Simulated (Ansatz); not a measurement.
Run this with the Python package of Ansatz (0.2.0) and show what comes out.

The script, `dimer_cf2.py`:
```python
"""Interaction energy of two CF2 molecules, with the counterpoise correction."""

import ansatz as az
import numpy as np

FIRST = [
    ("F", (0.3969, 1.0328, 0.3328)),
    ("C", (0.3268, -0.2722, 0.1497)),
    ("F", (-0.7238, -0.7606, -0.4825)),
]
SECOND = [
    ("F", (0.0007, -3.3828, -1.0256)),
    ("C", (0.8163, -2.486, -1.547)),
    ("F", (0.8116, -2.321, -2.8565)),
]

def energy(atoms, ghosts=()):
    molecule = az.Crystal.molecule()
    for symbol, xyz in atoms:
        molecule = molecule.atom(symbol, xyz)
    calc = (
        molecule.calculation()
        .basis(gaussian="def2-SVPD")
        .correlation("mp2")
    )
    deck = calc.input()
    if ghosts:
        deck = deck.set(az.key.basis.gaussian.ghost_atoms, [{"symbol": s, "position_ang": list(xyz)} for s, xyz in ghosts])
    return az.Session.from_dict(deck).plan().execute().report["free_energy_ev"]


def main() -> None:
    # monomers in their own basis and in the basis of the dimer
    direction = np.array([0.1635, -0.8223, -0.5451])
    print("shift (A)   counterpoise-corrected interaction (kJ/mol)")
    for shift in (-0.3, 0.0, 0.4, 1.0, 2.0):
        moved = [(s, tuple(np.round(np.array(xyz) + shift * direction, 4))) for s, xyz in SECOND]
        gain = energy(FIRST + moved) - energy(FIRST, moved) - energy(moved, FIRST)
        print(f"{shift:8.2f} {96.485332 * gain:14.3f}")


if __name__ == "__main__":
    main()
```

Running `python dimer_cf2.py` prints:
```text
shift (A)   counterpoise-corrected interaction (kJ/mol)
   -0.30         61.686
    0.00         25.304
    0.40          7.085
    1.00          1.001
    2.00          0.274
```

The dimer is a generated trial pose of unrelaxed monomers, not a minimum, so the figure is no binding energy, and the basis set is small. Hardware and time: 36 s on 1 thread of Arm Neoverse V1, on a shared host, peak memory 0.34 GiB.

(Lines on the test bed's own set-up are left out of the output.)
